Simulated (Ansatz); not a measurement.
Geometry optimisation, RKS PBE0-D4/6-31G* (Ansatz 0.2.0).

Input:

```yaml
crystal:
  periodic: [false, false, false]
  atoms:
    - { symbol: B, position_ang: [0.0, 0.0, 0.0] }
    - { symbol: C, position_ang: [0.0, 0.0, 1.95] }
    - { symbol: H, position_ang: [-0.9996, -0.3092, 2.3205] }
    - { symbol: H, position_ang: [0.7676, -0.7111, 2.3205] }
    - { symbol: H, position_ang: [0.232, 1.0203, 2.3205] }
    - { symbol: H, position_ang: [1.0305, 0.0, -0.595] }
    - { symbol: H, position_ang: [-1.0305, 0.0, -0.595] }
    - { symbol: Si, position_ang: [-0.2882, -2.1157, 0.7095] }
    - { symbol: H, position_ang: [-0.8713, -2.9147, -0.3644] }
    - { symbol: H, position_ang: [1.0024, -2.6819, 1.0906] }
    - { symbol: H, position_ang: [-1.1828, -2.1252, 1.8632] }
    - { symbol: H, position_ang: [-0.1576, -1.1573, 1.7911] }
basis:
  gaussian: { orbitals: "6-31G*" }
hamiltonian:
  xc: pbe0
  dispersion: d4
relax:
  f_tol: 0.15
  max_steps: 25
  restrain:
    - { distance: [0, 7], at: 1.95, k: 30.0 }
    - { distance: [11, 1], at: 1.11, k: 30.0 }
    - { distance: [0, 1], at: 2.8, k: 30.0 }
    - { distance: [11, 7], at: 2.66, k: 30.0 }
output:
  orbitals: {}
```

Command:

```bash
$ ansatz run input.yaml --threads 1 --pin off --max-ram 2048MiB --backend cpu --events-out ev --progress --plain --runs-dir out
```

Where does it end, and by what steps?

The run converged. The restraints hold the end off the free minimum. After 13 steps the energy has fallen by 6.266 eV (the restraints' own energy left out); H3 moved furthest, 1.19 Å. Parted: Si8–H12 (1.45 → 2.66 Å).

```csv
step,energy less start (eV),largest force component (eV/Å),accepted
0,0.0000,6.475,yes
1,-0.5692,3.230,yes
2,-0.0849,4.254,yes
3,-0.0701,4.597,yes
4,-0.1860,6.998,yes
5,-1.1964,1.948,yes
6,-2.1212,3.333,yes
7,-3.2800,5.068,yes
8,-4.7005,5.367,yes
9,-5.6823,2.594,yes
10,-6.0853,1.170,yes
11,-6.1897,0.842,yes
12,-6.2593,0.764,yes
13,-6.2658,0.715,yes
```

```xyz
12
Properties=species:S:1:pos:R:3
B -0.150 -0.633 -0.094
C 0.044 0.347 2.522
H -0.877 0.641 3.028
H 0.791 0.012 3.244
H 0.434 1.179 1.936
H 0.881 -0.078 -0.347
H -1.151 0.018 -0.216
Si -0.271 -2.581 0.193
H -0.700 -3.183 -1.107
H 1.002 -3.253 0.586
H -1.310 -2.953 1.201
H -0.190 -0.511 1.866
```

The run took 34 s on 1 thread of AMD EPYC 7B13 (Zen 3), on a shared host, peak memory 0.16 GiB.
